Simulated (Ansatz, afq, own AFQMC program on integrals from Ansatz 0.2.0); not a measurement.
**CH₂Ge, triplet: AFQMC among the cluster methods**

```xyz
4

Ge    0.0000   -0.0378    0.2339
C     0.0000    0.1441   -1.2823
H     0.0000    1.5154    0.5840
H     0.0000   -0.5071   -2.1575
```

Connectivity, by distances: GeH–CH.

Basis cc-pVDZ. Noble-gas cores (and the filled d shells of Ga–Kr and In–Xe) are frozen. Integrals, coupled cluster, full CI and functionals: Ansatz 0.2.0; the random walks run on the same integrals in our own AFQMC program. ph-AFQMC/CISD is guided by a CISD state made of CCSD amplitudes; releasing the constraint for a short imaginary time cuts its bias at the price of noise, slowly where states lie close. Free projection: walkers drawn from exp(T), propagated without any constraint. Its projection time is finite, and what remains of the start isn't in its error. Error bars are statistical, one sigma. No spin–orbit coupling.

Determinant: UHF, the one that the program's search chose, which needn't be the lowest solution. The geometry is a point of a scan.

No full CI on the walks' own integrals is used here. The released AFQMC energy serves as the reference, which it does only where one determinant dominates, the energy is flat over the last release times and near the phaseless one (40 meV or 2 meV an electron, half that with transition metals). On small molecules, where full CI could be run and the noise was under 10 meV, such values lay within 10 meV of it in 19 cases of 20, a flattering rate, since the rule was set on those same cases; what remains of the bias isn't in the error bar.

Cautions: no relativity below Rb; no spin-orbit coupling; inner d shell frozen; lower spins were not checked; the determinant is a saddle point among determinants of its kind; the released value is read at 2.40 1/Eh with a noise of 12 meV, more than in the cases checked (meV from the phaseless value at times in 1/Eh: 0 ± 10 at 0.24, -14 ± 9 at 0.51, -31 ± 11 at 0.99, -34 ± 13 at 1.62, -32 ± 12 at 2.40).

```
T1 diagnostic                               : 0.0361
weight of the determinant in the CISD state : 0.864
⟨S²⟩ of the determinant                     : 2.037
size of the correlated space                : 10 electrons in 36 orbitals
```

```csv
level,correlation energy (eV)
MP2,-4.5368
CCSD,-5.5473
CCSD(T),-5.7167
```

Task: Estimate where phaseless AFQMC with a CISD trial lies against CCSD(T) on the same integrals.

Result: 0.21 ± 0.23 kcal/mol below CCSD(T). The gap is under twice the noise, so this walk alone can't tell the two apart.

Reference: AFQMC with the constraint released, correlation energy -5.758 ± 0.012 eV.

```
        level  E − E(reference) (kcal/mol)  share of correlation (%)
      CCSD(T)                  0.95 ± 0.29                     99.28
  ph-AFQMC/HF                 -0.58 ± 1.01                    100.44
ph-AFQMC/CISD                  0.74 ± 0.37                     99.44
   free AFQMC                 -0.16 ± 0.40                    100.12
```

Free projections are given only where their last times agree within the noise and don't stop above the reference; a slow remainder of the start can still hide under it. A walk keeps the symmetry of its determinant, which the program's search chose and which needn't be the lowest solution, so a lower state of the same spin and another symmetry isn't excluded. Released energies are given only where the last usable release times agree within the noise; a slower fall can still hide under it.
